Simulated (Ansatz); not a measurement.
Relaxation of BH6NSi (9 atoms, charge 0, multiplicity 1), to a largest force component of 0.015 eV/Å in at most 40 steps.

These are results of RKS LDA/def2-SVP (Ansatz), not measurements.

```xyz
9
Properties=species:S:1:pos:R:3:forces:R:3
B -1.054 0.721 -0.898 0.84 2.27 -1.59
Si 0.524 0.162 -0.049 0.23 -0.75 2.02
N 0.152 -1.291 0.917 0.14 -1.86 -1.79
H -1.698 -0.038 -1.446 -1.82 -1.60 -0.63
H -1.098 1.835 -1.413 -0.35 0.10 0.46
H 1.044 1.248 0.821 0.42 0.25 0.28
H 1.557 -0.157 -1.070 0.24 0.00 -0.47
H 0.609 -2.112 0.335 -1.08 1.50 1.54
H -0.899 -1.464 0.841 1.38 0.10 0.17
```

Where does it end, and by what steps?

The forces met the threshold. After 29 steps the energy has fallen by 1.641 eV; H6 moved furthest, 1.42 Å. Parted: Si2–H6. Joined: B1–H6.

| step | energy less start (eV) | largest force component (eV/Å) | accepted |
| --- | --- | --- | --- |
| 0 | 0.0000 | 2.265 | yes |
| 2 | -0.6637 | 0.601 | yes |
| 4 | -0.6989 | 0.459 | yes |
| 6 | -0.7559 | 0.118 | yes |
| 8 | -0.7682 | 0.072 | yes |
| 10 | -0.8042 | 0.264 | yes |
| 12 | -0.8145 | 0.111 | yes |
| 14 | -0.8187 | 0.122 | yes |
| 16 | -0.8219 | 0.029 | yes |
| 18 | -0.8365 | 0.226 | yes |
| 20 | -1.0145 | 0.646 | yes |
| 22 | -1.5844 | 0.411 | yes |
| 24 | -1.6251 | 0.136 | yes |
| 26 | -1.6397 | 0.097 | yes |
| 28 | -1.6409 | 0.055 | no |
| 29 | -1.6413 | 0.011 | yes |

```xyz
9
Properties=species:S:1:pos:R:3
B -0.898 1.033 -0.867
Si 0.389 -0.303 -0.534
N 0.252 -1.632 0.514
H -2.045 0.809 -0.518
H -0.634 1.772 -1.801
H -0.191 1.434 0.140
H 1.881 -0.104 -0.659
H 1.041 -2.089 0.980
H -0.658 -2.016 0.784
```

Whether the end is a true minimum wasn't checked by a vibrational analysis.

Time of the run: 50 s on 1 thread of Intel(R) Xeon(R) Processor @ 2.70GHz (shared host), peak memory 0.14 GiB.
